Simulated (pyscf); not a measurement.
This saddle point was located with ωB97X-D3(BJ)/def2-SVP in PySCF.

```xyz
10

F     -0.4644     0.0557     0.5986
Ti    -1.7285    -0.7519    -0.6941
F     -0.7573    -2.1626    -0.8771
F     -2.5943    -0.7181    -2.1926
F     -2.9965    -0.8673     0.4664
Si    -0.0034     1.6239    -0.2957
H     -1.1951     0.8686    -1.2480
H     -0.5439     2.8324    -1.0019
H      0.3229     2.1677     1.0546
H      1.1817     1.1241    -1.0337
```

Surface: singlet, charge 0. Lowest wavenumbers (cm⁻¹): 309i, 44, 112, 154, 189.

**Question.** Which two sides does it connect, and which bonds change?

**Answer.** F–Ti(F)(F)–F (SMILES [F][Ti]([F])([F])[F]) + SiH₄ (SMILES [SiH4]) ⇌ F–SiH₃ (SMILES F[SiH3]) + F–TiH(F)–F (SMILES [F][TiH]([F])[F]), a four-centre exchange read from left to right: F–Ti, H–Si broken and F–Si, H–Ti formed. At ωB97M-D3(BJ)/def2-TZVP it lies +25.3 kcal/mol from the left side and +9.3 kcal/mol from the right (each side as separated species at their lowest minima found). On the product side the descent ends in an adduct with a F–Ti contact, 6.9 kcal/mol under the separated species and 11.5 kcal/mol under the saddle at ωB97X-D3(BJ)/def2-TZVP. What is counted as broken (F–Ti) persists as a longer contact in the product adduct; parting that adduct is a step of its own. At ωB97X-D3(BJ) the barrier from the zero used here is 22.5 kcal/mol. One saddle was located; it need not be the lowest between these sides.
